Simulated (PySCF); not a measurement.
Start geometry of `C#CC(C)=O` (3-butyn-2-one) from MMFF94s (Å):
```
atom  x, y, z in Å
C1     2.182    0.639   -0.094
C2     1.156    0.047    0.108
C3    -0.078   -0.667    0.354
C4    -1.341    0.027   -0.062
O5    -0.048   -1.775    0.874
H6     3.098    1.153   -0.269
H7    -1.443    0.971    0.481
H8    -1.326    0.213   -1.139
H9    -2.201   -0.607    0.173
```

What comes out of this run: PySCF, PBE0-D3(BJ)/def2-SVP geometry optimisation, gas phase?

```
atom  x, y, z in Å
C1     2.183    0.635   -0.146
C2     1.162    0.004    0.021
C3    -0.080   -0.743    0.220
C4    -1.345    0.055    0.064
O5    -0.063   -1.919    0.491
H6     3.099    1.179   -0.295
H7    -1.360    0.881    0.792
H8    -1.385    0.510   -0.938
H9    -2.212   -0.600    0.218
```

The energy falls by 3.2 kJ/mol over 13 energy and gradient evaluations, the largest force component goes from 0.0256 to 2.6e-04 Eh/bohr, and the atoms move by 0.024 Å rms after alignment. The bond that changes most is C3=O5 (ketone carbonyl carbon to ketone oxygen), which shortens by 0.017 Å. Bonds longer at the end by more than 0.005 Å: 5 of 8; shorter: 1. Among the angles that change most is H7–C4–H8, from 110.0° to 107.0°. Rotational constants go from 10234, 4068, 2966 to 10293, 4017, 2942 MHz. The orientation of the end geometry is arbitrary; only internal coordinates are fixed.

The run used 90 basis functions and 92 SCF cycles in all.

No PBE0-D3(BJ)/def2-SVP frequencies stand behind this structure, so it isn't proved a minimum.
